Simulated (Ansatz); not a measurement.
# AlF− (doublet): from Hartree-Fock to the top rungs, aug-cc-pVDZ

How much of the correlation energy of AlF− (doublet) does each wave-function method recover here?

Method: aug-cc-pVDZ, core rule «outside noble gas», up to 6 orbitals frozen; program: Ansatz 0.2.0, Gaussian basis.

The runs, in order: UHF; CCSD(T) on ROHF; CCSD(T) on UHF; BCCD(T) on ROHF; CISD; CCSDT(Q) on ROHF; CCSDT(Q) on UHF.

24 further runs of the same task are left out: 9 for a known fault of the program, 5 that didn't finish, 10 set aside as unsound or not needed.

## 1. The system

The geometry is a PBE0/def2-TZVPD stationary point (not a proven minimum) of the parent state, kept for this charge and spin.

2 atoms, charge -1, spin multiplicity 2.

Atoms are counted from 1 here; the program's logs count them from 0.

Bond lengths: Al1–F2 1.719 Å.

## 2. UHF

Contents of in.yaml:

```yaml
crystal:
  periodic: [false, false, false]
  atoms:
    - {symbol: Al, position_ang: [0.000000, 0.000000, 0.000000]}
    - {symbol: F, position_ang: [0.000000, 0.000000, 1.719000]}
basis:
  gaussian: {orbitals: aug-cc-pVDZ}
total_charge: -1
magnetization: {spin_polarized: true, initial_magnetization: 1}
hamiltonian: {xc: hf}
output: {orbitals: {seedname: orbitals}}
```

The run is started by

```
$ ansatz run in.yaml --threads 1 --pin off --events-out ev --progress --plain --max-ram 2393MiB
```

Further steps of the session: CCSD(T) on ROHF; CCSD(T) on UHF; BCCD(T) on ROHF; CISD; CCSDT(Q) on ROHF; CCSDT(Q) on UHF.

Q: Predict the results of all the runs planned. Wanted: UCCSDT(Q) below the RHF energy; RMP2 from UCCSDT(Q); UMP2 from UCCSDT(Q); RCCSD from UCCSDT(Q); RCCSD(T) from UCCSDT(Q); UCCSD(T) from UCCSDT(Q); RCCSDT(Q) from UCCSDT(Q); T1 diagnostic.

The runs gave:

| quantity | value |
| --- | --- |
| UCCSDT(Q) below the RHF energy | -7.8004 eV |
| RMP2 from UCCSDT(Q) | +584.4 meV |
| UMP2 from UCCSDT(Q) | +591.0 meV |
| RCCSD from UCCSDT(Q) | +233.4 meV |
| RCCSD(T) from UCCSDT(Q) | +32.6 meV |
| UCCSD(T) from UCCSDT(Q) | +32.1 meV |
| RCCSDT(Q) from UCCSDT(Q) | +3.3 meV |
| levels within 1 kcal/mol (43 meV) | RCCSD(T), UCCSD(T), BCCD(T), RCCSDT, UCCSDT, RCCSDT(Q) |
| T1 diagnostic | 0.026 |

**Reading.** RCCSD(T) misses by +32.6 meV, 0.4 % of the correlation energy. These misses are within one basis, not against nature; the frozen cores of restricted and unrestricted runs differ, which can shift their rows. The highest orbital lies above zero: the basis alone holds the extra electron.
